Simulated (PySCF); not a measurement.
NMR data simulated for an unnamed compound:

1H NMR (300 MHz, computed): δ 6.89 (m, 1H), 6.15 (m, 1H), 6.10 (m, 1H).

13C{1H} NMR (computed): δ 156.9 (C, d, J = 405.9 Hz), 138.5 (CH2, d, J = 17.4 Hz), 124.6 (CH, d, J = 84.4 Hz).

[PySCF 2.14: σ from GIAO-KT3/pcSseg-2; B3LYP/pcJ-1 coupling constants; coordinates at the PBE0-D3(BJ)/def2-SVP level; a single conformation; non-relativistic Hamiltonian; no solvent model]

δ = σ(ref) − σ, references computed at the same level: TMS for 1H (σref 31.35) and 13C (σref 181.31).

Q: Which of these does the molecule contain: an OH group, a non-aromatic C=C double bond, a heteroaromatic ring, a vinyl group CH=CH2, an S-methyl group?

A: 
- An OH group: no.
- A non-aromatic C=C double bond: yes.
- A heteroaromatic ring: no.
- A vinyl group CH=CH2: yes (δC 138.5, 124.6; δH 6.89 (m), 6.10 (m), 6.15 (m)).
- An S-methyl group: no.

The data belong to `C=CC(=O)F`, C₃H₃FO; they needn't prove each group on their own.

Carbon signals by region: 3 in the sp2 and nitrile region (100–160 ppm).

Common functionals overestimate the size of one-bond C–F couplings by tens of Hz; these are unscaled. Multiplet labels drop couplings under 1 Hz and merge nearly equal ones. Unscaled 3J(H,H) at this level run about 10 % above measured values. Shifts are as computed, not scaled to solution data. Of 1211 compounds with measured shifts, 218 miss one by over three times the rms of a fit or turn the order of signals round; such compounds aren't used in these exercises.
